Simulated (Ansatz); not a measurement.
Process, species as SMILES: CCF [fluoroethane] → [CH2]C (C2H5) + F atom (the C-F bond breaks)

Property: bond dissociation energy (enthalpy at 298 K), in kcal/mol. Set-up: no spin-orbit coupling; non-relativistic; six Cartesian d functions in 6-31G* and its kin unless marked 5d; dispersion terms only where a functional's name holds one; valence correlation only; 6-311+G** with 5d; open shells spin-unrestricted; LANL2DZ all-electron up to Ne. Basis-set limits of correlation are two-point, X^-3; Hartree-Fock from the larger set. [CCSD(T)-MP2]/basis is that difference in the basis named. First-principles rows: single points at B3LYP-D3(BJ) geometries (Ansatz, a program for electronic structure), with unscaled harmonic terms from B3LYP/6-31G* (Ansatz) at its own minima.

Measured values: Active Thermochemical Tables 1.112 (ions: stationary electron), as tabulated in the package chemicals; G2/97 table in ASE (Curtiss et al.); they hold spin-orbit and core effects, anharmonicity. 

Value to compare with, the measured value: 113.0 kcal/mol.

| level | program | bond dissociation energy (enthalpy at 298 K) (kcal/mol) | error |
|---|---|---|---|
| PBE/STO-3G | Ansatz | 117.5 | 4.5 |
| PBE/3-21G | Ansatz | 113.7 | 0.7 |
| PBE/LANL2DZ | Ansatz | 105.0 | -8.0 |
| PBE/6-31G* | Ansatz | 118.1 | 5.1 |
| PBE/def2-SVP | Ansatz | 118.2 | 5.2 |
| PBE/6-311+G** | Ansatz | 114.4 | 1.4 |
| PBE/def2-TZVPD | Ansatz | 115.8 | 2.8 |
| RI-MP2/CBS(aug-cc-pVTZ,aug-cc-pVQZ)+[CCSD(T)-MP2]/aug-cc-pVTZ | Ansatz | 113.9 | 0.9 |

Among the 6 habitual levels, PBE/LANL2DZ lies farthest from the measured value (-8.0 kcal/mol); 5 of 6 lie above it, and their mean absolute error is 4.1 kcal/mol, the median 4.8. One case shows no general order.

The sets are all those run for this method; left out are runs that failed, that the program found above a lower state of the same kind, or whose <S^2> lies over 0.5 above the pure value.
